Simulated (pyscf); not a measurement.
This saddle point was located with ωB97X-D3(BJ)/def2-SVP in PySCF.

```xyz
10

O      0.0307     0.5928     0.8687
Si    -0.7568     0.6545    -0.6063
O     -0.1362    -0.5380    -1.5771
O     -2.3782     0.3647    -0.4753
H     -0.3626     0.0262     1.9449
H     -0.5896     2.0195    -1.1446
H      0.8015    -0.7309    -1.4767
H     -2.6576    -0.5493    -0.5929
H     -0.3554     1.0694     1.9915
H     -0.6425     0.5100     2.8465
```
Charge 0, spin multiplicity 1.

Surface: singlet, charge 0. Lowest wavenumbers (cm⁻¹): 2832i, 96, 139, 174, 213.

Which two sides does it connect, and which bonds change?

HO–SiH(OH)–OH + hydrogen (H₂) ⇌ HO–SiH(OH)–OH + hydrogen (H₂), a four-centre exchange read from left to right: H–O, H–H broken and H–O, H–H formed. At ωB97M-D3(BJ)/def2-TZVP it lies +68.8 kcal/mol from the left side and +68.8 kcal/mol from the right (each side as separated species at their lowest minima found). The same reactants have a lower exit, to HO–SiH₂–OH + H₂O (barrier +53.2 kcal/mol at ωB97M-D3(BJ)/def2-TZVP, against +68.8 kcal/mol here). One saddle was located; it need not be the lowest between these sides.
